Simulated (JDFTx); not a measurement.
System: pyrrole, C4H5N (SMILES c1cc[nH]c1), charge 0, multiplicity 1; geometry: optimised with GFN2-xTB in vacuum (no frequencies checked; largest PBE force component 0.6 eV/Å).

Method: PBE, GBRV ultrasoft potentials, plane waves to 20/100 Ha, in a modified build of JDFTx. Liquid: CANDLE, water, 1 M KCl. The liquid run sits in a periodic box with 3.75 Å from the outermost atoms to the faces; the vacuum run is isolated. The box matters at about 0.01 eV. The solvation energy is E(in liquid) − E(vacuum) at fixed geometry, with no thermal, conformational or standard-state terms added.

Q: What does the calculation give for the solvation energy, its fluid terms and the levels?

A: solvation energy: -4.9 kcal/mol
part: cavitation term of the fluid: 11.3 kcal/mol
part: dispersion term of the fluid: -9.7 kcal/mol
part: electrostatic term of the fluid: -8.5 kcal/mol
part: distortion of the solute's electrons: 2.0 kcal/mol
dipole moment in vacuum: 1.86 D
dipole moment in the liquid: 2.81 D
highest occupied level in vacuum (zero: vacuum level): -5.16 eV
highest occupied level in the liquid (zero: bulk electrolyte): -5.13 eV
